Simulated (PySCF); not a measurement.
# Simulated absorption spectrum

Compound: acetyl fluoride, C2H3FO.
Z-matrix (Å and degrees, PBE0-D3(BJ)/def2-SVP geometry), rows numbered from 1:
```
C 
C   1  1.4915
O   2  1.1823  1  128.65
F   2  1.3443  1  110.78  3   179.17
H   1  1.0990  2  110.13  3   130.29
H   1  1.0953  2  110.00  3     7.95
H   1  1.1007  2  108.99  3  -112.39
```

The calculation used TDDFT B3LYP/def2-SVPD, vertical, gas phase, core orbitals frozen in the response in PySCF.

Broadening: Gaussians 0.3 eV wide at half height, area fixed by f = 4.319×10⁻⁹ ∫ε dν̃. The width is an assumption, not a result. The curve ends short of the highest state used, and states not computed would add to its high-energy end.

λ (nm), ε (L mol⁻¹ cm⁻¹) and a bar:
```
    135.7       8418 ##############################
    138.2       4558 ################
    140.7        514 ##
    143.2         17 
    145.7          5 
    148.2        117 
    150.7       1012 ####
    153.2       2640 #########
    155.7       2319 ########
    158.2        759 ###
    160.7        101 
    163.2          6 
    165.7          0 
    168.2          0 
    170.7          0 
    173.2          0 
    175.7          0 
    178.2          0 
    180.7          0 
    183.2          0 
    185.7          0 
    188.3          0 
    190.8          0 
    193.3          1 
    195.8          4 
    198.3         16 
    200.8         43 
    203.3         81 
    205.8        105 
    208.3         99 
    210.8         68 
    213.3         35 
    215.8         14 
    218.3          4 
    220.8          1 
    223.3          0
```

Question: Where are the band maxima, and which computed states make them?

Answer: 207 nm (6.00 eV), ε about 110, made up of S1 (100%); 154 nm (8.04 eV), ε about 2800, made up of S2 (100%); 136 nm (9.12 eV), ε about 8500, made up of S4 (100%) (ε in L mol⁻¹ cm⁻¹; maxima over ε = 5, shares over 10%). The states used: S1 6.00 eV (f 0.0012); S2 8.04 eV (f 0.032); S3 8.67 eV (f 0.0000); S4 9.11 eV (f 0.095); S5 9.64 eV (f 0.088); S6 9.74 eV (f 0.0027).

Question: Coming from long wavelengths, where does ε first pass 100 L mol⁻¹ cm⁻¹?

Answer: At about 208 nm (5.96 eV), 0.05 eV below S1.

Question: What would ε be at 9.12 eV, the highest of these maxima, with half the width (0.15 eV)?

Answer: About 17000 L mol⁻¹ cm⁻¹ against 8550, a factor of about 1.99; a lone state at its own centre would give exactly 2.
